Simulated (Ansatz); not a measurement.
**O2F (quartet): relaxing a cheap start**

Where does this start of O2F (quartet) end when it is relaxed?

Program: Ansatz 0.2.0, Gaussian basis. Level of theory: UKS PBE0/def2-TZVP. These are calculated values, not measurements.

**1. Starting geometry**

3 atoms, charge 0, spin multiplicity 4.

Atoms are counted from 1 here; the program's logs count them from 0.

Bond lengths: O2–O3 1.210 Å.

The start was built by rule and, where that kept it together, relaxed with GFN2-xTB. Sticks and bond lists go by distance. 

**2. The run**

Contents of in.yaml:

```yaml
crystal:
  periodic: [false, false, false]
  atoms:
    - {symbol: F, position_ang: [-2.225050, 0.058086, -0.000540]}
    - {symbol: O, position_ang: [0.771656, -0.287684, -0.002068]}
    - {symbol: O, position_ang: [1.870468, 0.218710, 0.002709]}
basis:
  gaussian: {orbitals: def2-TZVP}
magnetization: {spin_polarized: true, initial_magnetization: 3}
hamiltonian: {xc: pbe0}
relax: {f_tol: 0.004, max_steps: 80}
```

Run with:

```
ansatz run in.yaml --threads 1 --pin off --events-out ev --progress --plain --max-ram 2176MiB
```

Q: Predict the outcome of this session. Wanted: energy gained; shift from the start; total energy; dipole moment; ⟨S²⟩.

The runs gave:

| quantity | value |
| --- | --- |
| steps | 22 |
| energy gained | 0.014 eV |
| shift from the start (rms) | 0.174 Å |
| total energy | -6800.4570 eV |
| dipole moment | 0.06 D |
| ⟨S²⟩ | 3.761 |

In words: The bonds of the start are those of the end. O2–O3 went from 1.210 to 1.193 Å. No vibrations were run, so this is a stationary point, not a proven minimum, and this spin need not be the ground state's.
